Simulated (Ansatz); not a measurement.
## How far each method lies from UCCSDT(Q) for H2Si–GeH⁺, triplet

Geometry: that of the H2Si–GeH, doublet, kept fixed.

```xyz
5

Si    0.0000    0.0181    1.6516
Ge    0.0000   -0.0284   -0.7002
H     0.0000    1.1857    2.5806
H     0.0000   -1.2094    2.4992
H     0.0000    1.5656   -0.6371
```

Basis cc-pVTZ; Ansatz 0.2.0. Only valence electrons are correlated (noble-gas cores and the filled d shells of p-block atoms frozen), which leaves 10 electrons in 100 orbitals. R marks a restricted (for open shells ROHF) determinant, U an unrestricted one. Active spaces: valence = (10e, 11o) chosen from the atoms' valence shells. No spin–orbit coupling is included, and no scalar relativity.

Full CI isn't at hand for all of this; UCCSDT(Q) serves as the reference, and is uncertain by about the last step of the cluster series. The frozen core follows each run's orbitals, which can shift R against U totals by a few meV for light atoms and by up to 0.1 eV past Ca.

```
UHF ⟨S²⟩                          : 2.014
T1 diagnostic (RCCSD)             : 0.0322
largest doubles amplitude (RCCSD) : 0.055
T1 diagnostic (UCCSD)             : 0.0252
```

```csv
level,E − E(UCCSDT(Q)) (kcal/mol),share of correlation (%),wall time
UHF,139.59,1.60,–
UMP2,29.95,78.89,–
UCCSD,6.58,95.36,–
UCCSD(T),1.37,99.03,12 s (H100)
UCCSDT,0.28,99.80,–
```

The correlation energy at UCCSDT(Q), counted from RHF, is -6.152 eV. That run took 19 s on 2 threads of AMD EPYC 7R13 with a shared H100 80 GB, shared host.

Run but not shown, since their state or frozen core can't be matched to the reference's or they repeat it: RHF, RMP2, RCCSD, RCCSD(T), BCCD(T), RCCSDT, RCCSDT(Q), CASSCF (valence space), NEVPT2 (valence space).

Times hold each run's SCF and search for its determinant on a shared host, so for small cases they say little of a method's own cost.

Natural occupations of CASSCF (valence space) about the gap: 1.980 1.971 1.967 1.947 1.010 0.982 0.038 0.034 0.032 0.021; effectively unpaired electrons, Σ n²(2−n)², 2.04.
